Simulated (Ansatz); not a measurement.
System (SMILES): [O]O (O-OH), doublet.
Atoms: O1, O2, H3. Bonds: O1-O2, O2-H3.

Basis-set convergence of the optimised O1-O2 bond length at PBE with Ansatz (an electronic-structure program). Cartesian d functions, on some or all atoms, in 6-31G*, 6-31+G*; all else is spherical. Open shells are unrestricted. No added dispersion term, no relativity. Reference: the value in aug-pcseg-3, 1.3345 Å, itself unsure by roughly 0.0003 Å (its mean distance from aug-cc-pVQZ, def2-QZVPPD, pcseg-3). Deviations are taken from unrounded values.

| basis | functions | optimised O1-O2 bond length (Å) |
|---|---|---|
| 6-31G* | 32 | 1.3395 |
| 6-31+G* | 40 | 1.3419 |
| cc-pVDZ | 33 | 1.3374 |
| aug-cc-pVDZ | 55 | 1.3370 |
| def2-SVP | 33 | 1.3250 |
| def2-SVPD | 54 | 1.3285 |
| pcseg-1 | 33 | 1.3439 |
| aug-pcseg-1 | 55 | 1.3386 |
| 6-311G** | 42 | 1.3376 |
| 6-311+G** | 50 | 1.3378 |
| def2-TZVP | 68 | 1.3354 |
| def2-TZVPD | 89 | 1.3349 |
| cc-pVTZ | 74 | 1.3387 |
| aug-cc-pVTZ | 115 | 1.3380 |
| pcseg-2 | 74 | 1.3372 |
| aug-pcseg-2 | 115 | 1.3363 |
| def2-TZVPP | 76 | 1.3360 |
| def2-TZVPPD | 97 | 1.3353 |
| cc-pVQZ | 140 | 1.3357 |
| aug-cc-pVQZ | 206 | 1.3347 |
| def2-QZVPP | 144 | 1.3356 |
| def2-QZVPPD | 165 | 1.3348 |
| pcseg-3 | 153 | 1.3348 |
| aug-pcseg-3 | 219 | 1.3345 |

What the diffuse functions change, pair by pair:
- 6-31G* to 6-31+G*: 8 more functions, deviation 0.0050 to 0.0074 Å
- cc-pVDZ to aug-cc-pVDZ: 22 more functions, deviation 0.0028 to 0.0025 Å
- def2-SVP to def2-SVPD: 21 more functions, deviation -0.0095 to -0.0060 Å
- pcseg-1 to aug-pcseg-1: 22 more functions, deviation 0.0094 to 0.0041 Å
- 6-311G** to 6-311+G**: 8 more functions, deviation 0.0031 to 0.0033 Å
- def2-TZVP to def2-TZVPD: 21 more functions, deviation 0.0009 to 0.0004 Å
- cc-pVTZ to aug-cc-pVTZ: 41 more functions, deviation 0.0042 to 0.0035 Å
- pcseg-2 to aug-pcseg-2: 41 more functions, deviation 0.0027 to 0.0018 Å
- def2-TZVPP to def2-TZVPPD: 21 more functions, deviation 0.0015 to 0.0008 Å
- cc-pVQZ to aug-cc-pVQZ: 66 more functions, deviation 0.0012 to 0.0002 Å
- def2-QZVPP to def2-QZVPPD: 21 more functions, deviation 0.0011 to 0.0003 Å
- pcseg-3 to aug-pcseg-3: 66 more functions, deviation 0.0003 to 0.0000 Å

Leaving out the reference's own pair, they bring the value nearer the reference by more than 0.0003 Å in 9 of 11 pairs.
